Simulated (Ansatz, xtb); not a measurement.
**Relative energy of two conformers of C4H11N+**

We compare X, the doublet with the links of `CC[N+](C)C`, with Y, the doublet with the links of `CC[N+](C)C`. Both are isolated ions in the gas phase, relaxed with PBE0-D3(BJ)/def2-SVP.

X (Å):

```xyz
16

C    -0.1923   -0.0797   -1.0002
C     1.0179   -0.9381   -0.7296
C    -0.0385   -1.5594    1.4710
C     2.1768   -2.4692    0.8434
N     1.0398   -1.6491    0.5307
H    -0.3053    0.7307   -0.2659
H    -0.0636    0.3907   -1.9847
H    -1.1228   -0.6639   -1.0391
H     1.1553   -1.7097   -1.5141
H     1.9545   -0.3458   -0.7601
H    -0.1885   -0.5068    1.7668
H     0.1732   -2.1713    2.3548
H    -0.9761   -1.8944    0.9949
H     1.8421   -3.5061    1.0216
H     2.9088   -2.4456    0.0279
H     2.6415   -2.1085    1.7781
```

Y (Å):

```xyz
16

C    -0.0803    0.7386   -2.0298
C     1.4259    0.6610   -1.7627
C     1.7248   -1.7552   -1.1966
C     2.0183   -0.0222    0.5557
N     1.7379   -0.3761   -0.8055
H    -0.4694   -0.1971   -2.4549
H    -0.2539    1.5425   -2.7587
H    -0.6373    0.9792   -1.1132
H     1.9663    0.4254   -2.6944
H     1.8036    1.6140   -1.3667
H     2.6935   -2.2164   -0.9338
H     0.9459   -2.2931   -0.6266
H     1.5399   -1.8540   -2.2721
H     1.2694    0.7047    0.9110
H     2.0293   -0.9102    1.1983
H     3.0048    0.4772    0.5995
```

Energies in hartree; the thermal terms are from GFN2-xTB frequencies at re-optimised GFN2-xTB minima (ideal gas, soft modes damped towards free rotors, one conformer each, 298.15 K, 1 atm) and include the zero-point energy:

|  | X | Y |
| --- | --- | --- |
| E, PBE0-D4/def2-TZVP | −213.330620 | −213.331494 |
| zero-point energy | 0.143240 | 0.143498 |
| H(298 K) − E | 0.151490 | 0.151981 |
| G(298 K) − E | 0.112735 | 0.112370 |

Problem. Work out ΔE, ΔE₀, ΔH and ΔG for X → Y in kcal/mol (1 Eh = 627.51 kcal/mol) and the equilibrium ratio [Y]/[X].

Solution. 1. ΔE = −213.331494 − (−213.330620) = −0.000874 Eh = −0.55 kcal/mol.
2. ΔE₀ = ΔE + ΔZPE = −0.000874 + (+0.000258) Eh = −0.39 kcal/mol.
3. ΔH = ΔE + (+0.000491) Eh = −0.24 kcal/mol.
4. ΔG = ΔE + (−0.000365) Eh = −0.78 kcal/mol, so ΔS = (ΔH − ΔG)/T = +7.5 J/(mol K).
5. kT = 0.9442 mEh, so K = [Y]/[X] = exp(−ΔG/kT) = exp(+1.31) ≈ 3.7.

The two are too close for this level to say which is favoured. An error of 1 kcal/mol in ΔG would change K by a factor of 5.4. Mirror images and further conformers aren't counted.

Other levels gave ΔE = −0.3 (PBE0-D3(BJ)/def2-SVP) kcal/mol. Open shells are spin-unrestricted. Programs: Ansatz 0.2.0, xtb 6.7.1.
